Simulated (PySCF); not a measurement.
**One molecule, many inputs**

Molecule: `C=NC=O`, C2H3NO; geometry GFN2-xTB.

Bonds (- single, = double, # triple, : aromatic): C1=N2 1.245 Å, N2-C3 1.343 Å, C3=O4 1.201 Å. C1 carries H5, H6; C3 carries H7. H6 is cis to C3; H5 is trans to C3.

All runs: PySCF 2.14.0 with density-fitted response routines, non-relativistic, gas phase unless a solvent (IEF-PCM) is named; grid level 2, GIAOs and SCF threshold 1e-9 unless changed. The yardstick, B3LYP/pcJ-1, gives these couplings (Hz, equivalent pairs averaged; isotopes 13C, 1H, 15N, 17O): 1J(C3,H7) 195.3, 1J(C1,N2) -19.3, 1J(N2,C3) -9.6, 2J(N2,H7) -14.3, 2J(O4,H7) -8.0, 2J(N2,H6) 4.7, 3J(C1,H7) 4.8.

Task: What do these inputs give? (1) B97-2/ANO-RCC-VDZP; aux def2-qzvpp-jkfit; guess atom; (2) PBE0/6-31G*

Result: 
| run | outcome | functions | wall time | 1J(C3,H7) | 1J(C1,N2) | 1J(N2,C3) | 2J(N2,H7) | 2J(O4,H7) | 2J(N2,H6) | 3J(C1,H7) |
| --- | --- | --- | --- | --- | --- | --- | --- | --- | --- | --- |
| 1 | converged | 71 | 9.2 s | 158.1 | -68.8 | -36.6 | -13.1 | -10.8 | 5.3 | 7.1 |
| 2 | converged | 62 | 6.7 s | 188.1 | -23.5 | -14.0 | -11.4 | -5.5 | 5.4 | 7.1 |

Times are on 1 thread of an Arm Neoverse N1, shared host.

Task: Comment on the technical settings and failures.

Result: 
- Run 1: The functional and orbital basis differ from the yardstick's, which in itself moves the values. The starting guess changes the path of the SCF (11 cycles), not the solution, provided the same state is reached. The other auxiliary basis adds little: it changes only the density-fitting error.
- Run 2: The functional and orbital basis differ from the yardstick's, which in itself moves the values. With 62 functions the basis is far too small for magnetic properties.

Run 2 was set up unsoundly or failed; its numbers aren't to be quoted as properties of the molecule.

Bases without tight s functions (all but pcJ-n, the -J sets and IGLO) misjudge the contact term, by up to a factor of two.
